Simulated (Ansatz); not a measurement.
Two isomers of C4H8O: A = `C=C(C)CO`, B = `CC1COC1`.

Isolated molecules relaxed with PBE0-D4/def2-TZVP in Ansatz; ΔE leaves out vibrations. CBS: MP2 limit from def2 TZ/QZ plus the TZ coupled-cluster correction, frozen cores. Functionals use def2-TZVPP. One conformer a species, not always the lowest.

Q: Which isomer does CCSD(T)/CBS put lower? Give the gap. (Estimate.)

A: The calculation gave: A, by 12.3 kcal/mol.

Q: Give E(B) − E(A) in kcal/mol with HF/def2-TZVPP, CCSD(T)/def2-TZVPP, CCSD/def2-TZVPP, MP2/def2-TZVPP, PBE0-D4, r2SCAN-D4, ωB97M-V. (An estimate is asked.)

A: Computed: HF/def2-TZVPP 12.8, CCSD(T)/def2-TZVPP 11.4, CCSD/def2-TZVPP 11.0, MP2/def2-TZVPP 11.3, PBE0-D4 8.8, r2SCAN-D4 11.4, ωB97M-V 10.4. None reverses the order clearly.

Largest T1 diagnostic: 0.010.

In def2-TZVPP, CCSD(T) changes the Hartree–Fock value by −1.3 kcal/mol (the triples alone add +0.4 kcal/mol) and MP2 by −1.4 kcal/mol. From PBE to PBE0 (25 % exact exchange), in def2-TZVPP and without D4, E(B) − E(A) moves by −1.3 kcal/mol.
